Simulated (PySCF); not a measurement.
# C4H5O: the cost of one run

Computed with PySCF 2.14.0 and routines of our own; the level stands in each step. Atoms count from 0.

### 1 The starting structure

10 atoms, charge -1, multiplicity 1; geometry from: GFN2-xTB.

### 2 Geometry optimisation at PBE0-D3(BJ)/def2-SVP

What the job is given:

```
{"job": {"xc": "PBE0", "basis": "def2-SVP", "d3": "d3bj", "grid": 1, "kind": "geom"}, "charge": -1, "multiplicity": 1}
O     -0.235234    -0.206349    -1.346396
C     -1.079658    -0.167371    -0.218792
C      0.103438    -0.139769     0.778609
C      1.123960     0.921426     0.501975
C      1.005816    -0.190361    -0.424322
H     -1.743444     0.716884    -0.214631
H     -1.712728    -1.073460    -0.161311
H      0.108533    -0.806929     1.639622
H      0.696272     1.881856     0.144285
H      1.741926    -0.931274    -0.721566
```

Command:

```sh
OMP_NUM_THREADS=1 python excited_run.py task.json out
```

This one command runs all jobs of the session in turn.

Q: Estimate the wall time and peak memory of this first job on 1 thread of Arm Neoverse N1, shared host.

About 29 s, with a peak of 0.44 GiB.
